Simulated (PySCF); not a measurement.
Level of theory: M06-2X/def2-TZVP // B3LYP-D3(BJ)/def2-TZVP run with PySCF. All species are isolated molecules in the gas phase. Delta-SCF ions had no search for a lower state. 

Reference species (SMILES): `C=O` (neutral, multiplicity 1).

- vertical ionisation energy (Delta-SCF) = 10.97 eV
- HOMO–LUMO gap = 9.38 eV
- S1 oscillator strength = 0.000

Changed species: `O=C[SiH3]` (X = silyl; the reference has X = H).

Task: What does the change do to the vertical ionisation energy (Delta-SCF), HOMO–LUMO gap and S1 oscillator strength?

Result: the vertical ionisation energy (Delta-SCF) falls by 1.27 eV, to 9.70 eV; the HOMO–LUMO gap falls by 1.31 eV, to 8.07 eV; the S1 oscillator strength stays essentially unchanged.
